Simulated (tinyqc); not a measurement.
Worked calculation (part 1 of 2): RKS/exchange-only LDA in the sto-6g basis, for BH2+, spin multiplicity 1. Computed by tinyqc, a small Python program that keeps every step (integrals from PySCF). Settings: charge = 1, multiplicity = 1, basis = sto-6g, energy threshold = 1e-10, iteration cap = 70, orthogonalisation = canonical, start = core, DIIS depth = 3, DIIS from iteration = 3, method = RKS, functional = Slater exchange alone, grid = [15, 14]. Command: `OMP_NUM_THREADS=1 python tinyqc.py 31083 31084 out.jsonl` (the two numbers bound the seeds that draw the settings). One thread of a shared host (Intel(R) Xeon(R) Processor @ 2.60GHz), about 0.4 s of CPU time with the checks. Later iterations appear only in the table of the cycle.

## One-electron integrals

Geometry (angstrom):

| atom | x | y | z |
|---|---|---|---|
| B | 0.000000 | 0.000000 | 0.000000 |
| H | 0.000000 | 1.129000 | 0.475000 |
| H | 0.000000 | -1.129000 | 0.475000 |

Basis sto-6g: exponents (1/bohr^2) and contraction coefficients of normalised primitives:

| element | l (shell) | exponent | coefficient |
|---|---|---|---|
| B | s (1) | 506.011147 | 0.009164 |
| B | s (1) | 92.776814 | 0.049362 |
| B | s (1) | 25.955658 | 0.168538 |
| B | s (1) | 8.916445 | 0.370563 |
| B | s (1) | 3.462507 | 0.416492 |
| B | s (1) | 1.426054 | 0.130334 |
| B | s (2) | 23.194575 | -0.013253 |
| B | s (2) | 4.590810 | -0.046992 |
| B | s (2) | 1.426819 | -0.033785 |
| B | s (2) | 0.548948 | 0.250242 |
| B | s (2) | 0.238410 | 0.595117 |
| B | s (2) | 0.109280 | 0.240706 |
| B | p (3) | 23.194575 | 0.003760 |
| B | p (3) | 4.590810 | 0.037679 |
| B | p (3) | 1.426819 | 0.173897 |
| B | p (3) | 0.548948 | 0.418036 |
| B | p (3) | 0.238410 | 0.425859 |
| B | p (3) | 0.109280 | 0.101708 |
| H | s (1) | 35.523221 | 0.009164 |
| H | s (1) | 6.513144 | 0.049361 |
| H | s (1) | 1.822143 | 0.168538 |
| H | s (1) | 0.625955 | 0.370563 |
| H | s (1) | 0.243077 | 0.416492 |
| H | s (1) | 0.100112 | 0.130334 |

Overlap, kinetic and nuclear-attraction integrals over the contracted functions; the nuclear repulsion is the sum of Za Zb / Rab.

nuclear repulsion = 4.55468739 hartree

overlap S, lower triangle:
```
           1B 1s     1B 2s    1B 2px     1B 2py    1B 2pz     2H 1s     3H 1s
1B 1s   1.000000
1B 2s   0.264891  1.000000
1B 2px  0.000000  0.000000  1.000000
1B 2py  0.000000  0.000000  0.000000   1.000000
1B 2pz  0.000000  0.000000  0.000000   0.000000  1.000000
2H 1s   0.063881  0.458386  0.000000   0.439089  0.184736  1.000000
3H 1s   0.063881  0.458386  0.000000  -0.439089  0.184736  0.078669  1.000000
```

kinetic energy T (hartree), lower triangle:
```
            1B 1s     1B 2s    1B 2px     1B 2py    1B 2pz      2H 1s     3H 1s
1B 1s   10.947243
1B 2s   -0.333880  0.374498
1B 2px   0.000000  0.000000  1.125026
1B 2py   0.000000  0.000000  0.000000   1.125026
1B 2pz   0.000000  0.000000  0.000000   0.000000  1.125026
2H 1s   -0.011209  0.079718  0.000000   0.197438  0.083067   0.768522
3H 1s   -0.011209  0.079718  0.000000  -0.197438  0.083067  -0.011819  0.768522
```

nuclear attraction V (hartree), lower triangle:
```
             1B 1s      1B 2s     1B 2px     1B 2py     1B 2pz      2H 1s      3H 1s
1B 1s   -24.255787
1B 2s    -2.973071  -4.587362
1B 2px    0.000000   0.000000  -4.510460
1B 2py    0.000000   0.000000   0.000000  -4.706071
1B 2pz   -0.014301  -0.120441   0.000000   0.000000  -4.545085
2H 1s    -0.793360  -1.850083   0.000000  -1.682784  -0.728945  -3.607170
3H 1s    -0.793360  -1.850083   0.000000   1.682784  -0.728945  -0.314772  -3.607170
```

core Hamiltonian H = T + V (hartree), lower triangle:
```
             1B 1s      1B 2s     1B 2px     1B 2py     1B 2pz      2H 1s      3H 1s
1B 1s   -13.308544
1B 2s    -3.306951  -4.212864
1B 2px    0.000000   0.000000  -3.385434
1B 2py    0.000000   0.000000   0.000000  -3.581044
1B 2pz   -0.014301  -0.120441   0.000000   0.000000  -3.420059
2H 1s    -0.804569  -1.770365   0.000000  -1.485345  -0.645877  -2.838647
3H 1s    -0.804569  -1.770365   0.000000   1.485345  -0.645877  -0.326590  -2.838647
```

## Two-electron integrals

Functions are numbered as in S; the eight-fold symmetry (ij|kl) = (ji|kl) = (kl|ij) leaves the list below.

Two-electron integrals (ij|kl) in chemists' order, unique and non-zero (hartree):
```
(11|11) 2.924993    (21|11) 0.480756    (21|21) 0.099484    (22|11) 0.743449
(22|21) 0.188967    (22|22) 0.544922    (31|31) 0.021096    (32|31) 0.030854
(32|32) 0.120443    (33|11) 0.743450    (33|21) 0.188967    (33|22) 0.544922
(33|33) 0.587109    (41|41) 0.021096    (42|41) 0.030854    (42|42) 0.120443
(43|43) 0.031641    (44|11) 0.743450    (44|21) 0.188967    (44|22) 0.544922
(44|33) 0.523827    (44|44) 0.587109    (51|51) 0.021096    (52|51) 0.030854
(52|52) 0.120443    (53|53) 0.031641    (54|54) 0.031641    (55|11) 0.743450
(55|21) 0.188967    (55|22) 0.544922    (55|33) 0.523827    (55|44) 0.523827
(55|55) 0.587109    (61|11) 0.120483    (61|21) 0.024131    (61|22) 0.045379
(61|33) 0.045131    (61|41) 0.001746    (61|42) 0.003310    (61|44) 0.045762
(61|51) 0.000734    (61|52) 0.001393    (61|54) 0.000266    (61|55) 0.045243
(61|61) 0.006073    (62|11) 0.271237    (62|21) 0.070009    (62|22) 0.220082
(62|33) 0.214010    (62|41) 0.007549    (62|42) 0.043350    (62|44) 0.229486
(62|51) 0.003176    (62|52) 0.018238    (62|54) 0.006511    (62|55) 0.216749
(62|61) 0.017988    (62|62) 0.120187    (63|31) 0.007575    (63|32) 0.033816
(63|43) 0.008246    (63|53) 0.003470    (63|63) 0.013694    (64|11) 0.230075
(64|21) 0.060260    (64|22) 0.199565    (64|33) 0.189026    (64|41) 0.013161
(64|42) 0.069717    (64|44) 0.218367    (64|51) 0.002350    (64|52) 0.015104
(64|54) 0.008875    (64|55) 0.191300    (64|61) 0.016326    (64|62) 0.127735
(64|64) 0.146610    (65|11) 0.096799    (65|21) 0.025353    (65|22) 0.083962
(65|33) 0.079528    (65|41) 0.002350    (65|42) 0.015104    (65|44) 0.084934
(65|51) 0.008563    (65|52) 0.040171    (65|54) 0.010521    (65|55) 0.087424
(65|61) 0.006869    (65|62) 0.053741    (65|64) 0.055921    (65|65) 0.037222
(66|11) 0.426059    (66|21) 0.112322    (66|22) 0.397078    (66|33) 0.373440
(66|41) 0.015220    (66|42) 0.113654    (66|44) 0.433689    (66|51) 0.006403
(66|52) 0.047817    (66|54) 0.025349    (66|55) 0.384105    (66|61) 0.029639
(66|62) 0.273126    (66|64) 0.316298    (66|65) 0.133075    (66|66) 0.774999
(71|11) 0.120483    (71|21) 0.024131    (71|22) 0.045379    (71|33) 0.045131
(71|41) -0.001746   (71|42) -0.003310   (71|44) 0.045762    (71|51) 0.000734
(71|52) 0.001393    (71|54) -0.000266   (71|55) 0.045243    (71|61) 0.005756
(71|62) 0.016133    (71|64) 0.013186    (71|65) 0.006169    (71|66) 0.025598
(71|71) 0.006073    (72|11) 0.271237    (72|21) 0.070009    (72|22) 0.220082
(72|33) 0.214010    (72|41) -0.007549   (72|42) -0.043350   (72|44) 0.229486
(72|51) 0.003176    (72|52) 0.018238    (72|54) -0.006511   (72|55) 0.216749
(72|61) 0.016133    (72|62) 0.077888    (72|64) 0.061569    (72|65) 0.033966
(72|66) 0.134456    (72|71) 0.017988    (72|72) 0.120187    (73|31) 0.007575
(73|32) 0.033816    (73|43) -0.008246   (73|53) 0.003470    (73|63) 0.007968
(73|73) 0.013694    (74|11) -0.230075   (74|21) -0.060260   (74|22) -0.199565
(74|33) -0.189026   (74|41) 0.013161    (74|42) 0.069717    (74|44) -0.218367
(74|51) -0.002350   (74|52) -0.015104   (74|54) 0.008875    (74|55) -0.191300
(74|61) -0.013186   (74|62) -0.061569   (74|64) -0.042323   (74|65) -0.026360
(74|66) -0.101064   (74|71) -0.016326   (74|72) -0.127735   (74|74) 0.146610
(75|11) 0.096799    (75|21) 0.025353    (75|22) 0.083962    (75|33) 0.079528
(75|41) -0.002350   (75|42) -0.015104   (75|44) 0.084934    (75|51) 0.008563
(75|52) 0.040171    (75|54) -0.010521   (75|55) 0.087424    (75|61) 0.006169
(75|62) 0.033966    (75|64) 0.026360    (75|65) 0.022443    (75|66) 0.061284
(75|71) 0.006869    (75|72) 0.053741    (75|74) -0.055921   (75|75) 0.037222
(76|11) 0.046702    (76|21) 0.011989    (76|22) 0.037495    (76|33) 0.036607
(76|44) 0.038078    (76|51) 0.000951    (76|52) 0.005325    (76|55) 0.037800
(76|61) 0.002936    (76|62) 0.016922    (76|64) 0.015786    (76|65) 0.008256
(76|66) 0.034182    (76|71) 0.002936    (76|72) 0.016922    (76|74) -0.015786
(76|75) 0.008256    (76|76) 0.002983    (77|11) 0.426059    (77|21) 0.112322
(77|22) 0.397078    (77|33) 0.373440    (77|41) -0.015220   (77|42) -0.113654
(77|44) 0.433689    (77|51) 0.006403    (77|52) 0.047817    (77|54) -0.025349
(77|55) 0.384105    (77|61) 0.025598    (77|62) 0.134456    (77|64) 0.101064
(77|65) 0.061284    (77|66) 0.234036    (77|71) 0.029639    (77|72) 0.273126
(77|74) -0.316298   (77|75) 0.133075    (77|76) 0.034182    (77|77) 0.774999
```

## Orthogonalisation

S = U s U^T; canonical form X = U s^(-1/2), so that X^T S X = 1. Each column of U has its largest component positive (the first on a tie).

eigenvalues of S: 0.317744  0.338455  0.879690  1.000000  1.072112  1.582876  1.809124

X:
```
                1          2          3         4          5          6         7
1B 1s   -0.322664   0.000000   0.795097  0.000000  -0.554453   0.000000  0.211872
1B 2s    1.226228   0.000000  -0.267232  0.000000  -0.219867   0.000000  0.474649
1B 2px   0.000000   0.000000   0.000000  1.000000   0.000000   0.000000  0.000000
1B 2py   0.000000   1.176397   0.000000  0.000000   0.000000   0.579525  0.000000
1B 2pz   0.443699   0.000000   0.597816  0.000000   0.732211   0.000000  0.163336
2H 1s   -0.819321  -0.886197  -0.194665  0.000000   0.142909   0.384650  0.357697
3H 1s   -0.819321   0.886197  -0.194665  0.000000   0.142909  -0.384650  0.357697
```

## Starting guess

The start is the orbitals of the core Hamiltonian; D = 2 C_occ C_occ^T.

D at the start, lower triangle:
```
            1B 1s      1B 2s    1B 2px     1B 2py     1B 2pz      2H 1s     3H 1s
1B 1s    2.144041
1B 2s   -0.562832   2.147156
1B 2px   0.000000   0.000000  0.000000
1B 2py   0.000000   0.000000  0.000000   2.453019
1B 2pz  -0.215796   0.912967  0.000000   0.000000   0.388469
2H 1s    0.065417  -0.205223  0.000000  -0.295202  -0.087123   0.055208
3H 1s    0.065417  -0.205223  0.000000   0.295202  -0.087123  -0.015843  0.055208
```

## Iteration 1: exchange-correlation on the grid

Becke grid with 15 radial and 14 angular points per atom, points of zero weight dropped. rho = sum D_ij phi_i phi_j; V_xc,ij = sum w v_xc phi_i phi_j; v_xc is d(rho eps)/d rho.

The 12 grid points with the largest w rho, of 626 (bohr, atomic units):

| x | y | z | w | rho | eps_xc | v_xc |
|---|---|---|---|---|---|---|
| 0.000000 | -1.300000 | 0.000000 | 0.590626 | 0.222402 | -0.447471 | -0.596628 |
| 0.000000 | 1.300000 | 0.000000 | 0.590626 | 0.222402 | -0.447471 | -0.596628 |
| 0.750555 | 0.750555 | 0.750555 | 0.779777 | 0.164304 | -0.404514 | -0.539353 |
| -0.750555 | -0.750555 | 0.750555 | 0.779777 | 0.164304 | -0.404514 | -0.539353 |
| -0.750555 | 0.750555 | 0.750555 | 0.779777 | 0.164304 | -0.404514 | -0.539353 |
| 0.750555 | -0.750555 | 0.750555 | 0.779777 | 0.164304 | -0.404514 | -0.539353 |
| 0.000000 | 0.000000 | 1.300000 | 0.735080 | 0.162703 | -0.403196 | -0.537595 |
| 0.000000 | 0.000000 | 1.899687 | 1.994886 | 0.057212 | -0.284587 | -0.379450 |
| 0.000000 | -0.847833 | 0.000000 | 0.230945 | 0.401681 | -0.544936 | -0.726581 |
| 0.000000 | 0.847833 | 0.000000 | 0.230945 | 0.401681 | -0.544936 | -0.726581 |
| 1.096785 | 1.096785 | 1.096785 | 1.408430 | 0.053352 | -0.278036 | -0.370715 |
| -1.096785 | -1.096785 | 1.096785 | 1.408430 | 0.053352 | -0.278036 | -0.370715 |

electrons on the grid, sum of w rho = 5.973291

E_xc = sum of w rho eps_xc = -4.00820913 hartree

V_xc (hartree), lower triangle:
```
            1B 1s      1B 2s     1B 2px     1B 2py     1B 2pz      2H 1s      3H 1s
1B 1s   -1.725296
1B 2s   -0.246300  -0.401233
1B 2px   0.000000   0.000000  -0.378796
1B 2py   0.000000   0.000000   0.000000  -0.443707
1B 2pz  -0.009741  -0.056881   0.000000   0.000000  -0.381270
2H 1s   -0.064712  -0.156813   0.000000  -0.137968  -0.069282  -0.221416
3H 1s   -0.064712  -0.156813   0.000000   0.137968  -0.069282  -0.027502  -0.221416
```

## Iteration 1: building the Kohn-Sham matrix

J_ij = sum D_kl (ij|kl); F = H + J + V_xc; E = tr D H + tr D J / 2 + E_xc + E_nn.

Coulomb J (hartree), lower triangle:
```
           1B 1s     1B 2s    1B 2px     1B 2py    1B 2pz     2H 1s     3H 1s
1B 1s   8.987967
1B 2s   1.742339  3.708654
1B 2px  0.000000  0.000000  3.665041
1B 2py  0.000000  0.000000  0.000000   3.777808
1B 2pz  0.039735  0.165274  0.000000   0.000000  3.683107
2H 1s   0.431452  1.472435  0.000000   1.313312  0.588440  2.551529
3H 1s   0.431452  1.472435  0.000000  -1.313312  0.588440  0.253585  2.551529
```

Kohn-Sham matrix F (hartree), lower triangle:
```
            1B 1s      1B 2s     1B 2px     1B 2py     1B 2pz      2H 1s      3H 1s
1B 1s   -6.045873
1B 2s   -1.810913  -0.905443
1B 2px   0.000000   0.000000  -0.099189
1B 2py   0.000000   0.000000   0.000000  -0.246944
1B 2pz   0.015693  -0.012048   0.000000   0.000000  -0.118222
2H 1s   -0.437830  -0.454743   0.000000  -0.310001  -0.126719  -0.508534
3H 1s   -0.437830  -0.454743   0.000000   0.310001  -0.126719  -0.100508  -0.508534
```

total energy of this density = -23.88037842 hartree

## Iteration 1: diagonalisation and new density

Diagonalise F' = X^T F X, C = X C', fill 3 alpha and 3 beta electrons from the bottom; D = 2 C_occ C_occ^T. Each column has its largest component positive (the first on a tie).

F' = X^T F X (hartree), lower triangle:
```
           1         2          3          4          5          6          7
1   0.132296
2   0.000000  0.310097
3   0.374932  0.000000  -2.951397
4   0.000000  0.000000   0.000000  -0.099189
5  -0.192411  0.000000   2.466626   0.000000  -2.298147
6   0.000000  0.147683   0.000000   0.000000   0.000000  -0.480091
7   0.238837  0.000000  -1.498208   0.000000   1.371205   0.000000  -1.470565
```

orbital energies (hartree): MO1 -6.055131, MO2 -0.570319, MO3 -0.506790, MO4 -0.167083, MO5 -0.099189, MO6 0.204721, MO7 0.336797

coefficients C:
```
              MO1        MO2        MO3        MO4       MO5        MO6        MO7
1B 1s    0.987452  -0.193000   0.000000   0.167200  0.000000  -0.219847   0.000000
1B 2s    0.049795   0.408870   0.000000  -0.671882  0.000000   1.107972   0.000000
1B 2px   0.000000   0.000000   0.000000   0.000000  1.000000   0.000000   0.000000
1B 2py   0.000000   0.000000   0.360995   0.000000  0.000000   0.000000   1.260731
1B 2pz   0.001238   0.062218   0.000000   0.773486  0.000000   0.717573   0.000000
2H 1s   -0.011214   0.472222   0.536172   0.253055  0.000000  -0.755245  -0.803630
3H 1s   -0.011214   0.472222  -0.536172   0.253055  0.000000  -0.755245   0.803630
```

D after iteration 1, lower triangle:
```
            1B 1s     1B 2s    1B 2px     1B 2py    1B 2pz      2H 1s     3H 1s
1B 1s    2.024621
1B 2s   -0.059483  0.339309
1B 2px   0.000000  0.000000  0.000000
1B 2py   0.000000  0.000000  0.000000   0.260635
1B 2pz  -0.021572  0.051002  0.000000   0.000000  0.007745
2H 1s   -0.204423  0.385038  0.000000   0.387111  0.058734   1.021200
3H 1s   -0.204423  0.385038  0.000000  -0.387111  0.058734  -0.128723  1.021200
```

## Iteration 2: exchange-correlation on the grid

As before.

The 12 grid points with the largest w rho, of 626 (bohr, atomic units):

| x | y | z | w | rho | eps_xc | v_xc |
|---|---|---|---|---|---|---|
| 0.000000 | 1.300000 | 0.000000 | 0.590626 | 0.118259 | -0.362518 | -0.483357 |
| 0.000000 | -1.300000 | 0.000000 | 0.590626 | 0.118259 | -0.362518 | -0.483357 |
| 0.167279 | 0.167279 | -0.167279 | 0.014626 | 4.349596 | -1.205595 | -1.607460 |
| -0.167279 | -0.167279 | -0.167279 | 0.014626 | 4.349596 | -1.205595 | -1.607460 |
| 0.167279 | -0.167279 | -0.167279 | 0.014626 | 4.349596 | -1.205595 | -1.607460 |
| -0.167279 | 0.167279 | -0.167279 | 0.014626 | 4.349596 | -1.205595 | -1.607460 |
| -0.167279 | -0.167279 | 0.167279 | 0.014626 | 4.332432 | -1.204007 | -1.605343 |
| 0.167279 | -0.167279 | 0.167279 | 0.014626 | 4.332432 | -1.204007 | -1.605343 |
| -0.167279 | 0.167279 | 0.167279 | 0.014626 | 4.332432 | -1.204007 | -1.605343 |
| 0.167279 | 0.167279 | 0.167279 | 0.014626 | 4.332432 | -1.204007 | -1.605343 |
| -1.096785 | -1.096785 | 1.096785 | 1.408430 | 0.040331 | -0.253279 | -0.337706 |
| 1.096785 | -1.096785 | 1.096785 | 1.408430 | 0.040331 | -0.253279 | -0.337706 |

electrons on the grid, sum of w rho = 6.002687

E_xc = sum of w rho eps_xc = -3.71183289 hartree

V_xc (hartree), lower triangle:
```
            1B 1s      1B 2s     1B 2px     1B 2py     1B 2pz      2H 1s      3H 1s
1B 1s   -1.683835
1B 2s   -0.224117  -0.332099
1B 2px   0.000000   0.000000  -0.294893
1B 2py   0.000000   0.000000   0.000000  -0.389757
1B 2pz  -0.003458  -0.044780   0.000000   0.000000  -0.311824
2H 1s   -0.059134  -0.167376   0.000000  -0.173776  -0.080228  -0.418750
3H 1s   -0.059134  -0.167376   0.000000   0.173776  -0.080228  -0.027475  -0.418750
```

## Iteration 2: building the Kohn-Sham matrix

As before.

Coulomb J (hartree), lower triangle:
```
           1B 1s     1B 2s    1B 2px     1B 2py    1B 2pz     2H 1s     3H 1s
1B 1s   7.872983
1B 2s   1.490025  3.245799
1B 2px  0.000000  0.000000  3.165578
1B 2py  0.000000  0.000000  0.000000   3.374770
1B 2pz  0.025013  0.167022  0.000000   0.000000  3.197048
2H 1s   0.370318  1.386029  0.000000   1.297995  0.577272  2.763463
3H 1s   0.370318  1.386029  0.000000  -1.297995  0.577272  0.235661  2.763463
```

Kohn-Sham matrix F (hartree), lower triangle:
```
            1B 1s      1B 2s     1B 2px     1B 2py     1B 2pz      2H 1s      3H 1s
1B 1s   -7.119396
1B 2s   -2.041044  -1.299164
1B 2px   0.000000   0.000000  -0.514748
1B 2py   0.000000   0.000000   0.000000  -0.596031
1B 2pz   0.007254   0.001801   0.000000   0.000000  -0.534835
2H 1s   -0.493385  -0.551712   0.000000  -0.361126  -0.148834  -0.493935
3H 1s   -0.493385  -0.551712   0.000000   0.361126  -0.148834  -0.118404  -0.493935
```

total energy of this density = -24.67098753 hartree

## Iteration 2: diagonalisation and new density

As before.

F' = X^T F X (hartree), lower triangle:
```
           1          2          3          4          5          6          7
1  -0.095237
2   0.000000   0.091228
3   0.525466   0.000000  -3.697454
4   0.000000   0.000000   0.000000  -0.514748
5  -0.348149   0.000000   2.711069   0.000000  -2.903871
6   0.000000  -0.106217   0.000000   0.000000   0.000000  -0.633302
7   0.056975   0.000000  -1.740604   0.000000   1.571449   0.000000  -1.752001
```

orbital energies (hartree): MO1 -7.123974, MO2 -0.792937, MO3 -0.648553, MO4 -0.548994, MO5 -0.514748, MO6 0.017342, MO7 0.106479

coefficients C:
```
              MO1        MO2        MO3        MO4       MO5        MO6        MO7
1B 1s    0.991785  -0.271556   0.000000   0.048114  0.000000  -0.170009   0.000000
1B 2s    0.033406   0.856626   0.000000  -0.230219  0.000000   1.029931   0.000000
1B 2px   0.000000   0.000000   0.000000   0.000000  1.000000   0.000000   0.000000
1B 2py   0.000000   0.000000   0.740834   0.000000  0.000000   0.000000   1.082093
1B 2pz   0.001633   0.004728   0.000000   0.932931  0.000000   0.496667   0.000000
2H 1s   -0.007718   0.168886   0.254798   0.138602  0.000000  -0.899866  -0.931869
3H 1s   -0.007718   0.168886  -0.254798   0.138602  0.000000  -0.899866   0.931869
```

D after iteration 2, lower triangle:
```
            1B 1s     1B 2s    1B 2px     1B 2py    1B 2pz      2H 1s     3H 1s
1B 1s    2.114762
1B 2s   -0.398980  1.469847
1B 2px   0.000000  0.000000  0.000000
1B 2py   0.000000  0.000000  0.000000   1.097670
1B 2pz   0.000672  0.008210  0.000000   0.000000  0.000050
2H 1s   -0.107033  0.288828  0.000000   0.377526  0.001572   0.187008
3H 1s   -0.107033  0.288828  0.000000  -0.377526  0.001572  -0.072680  0.187008
```
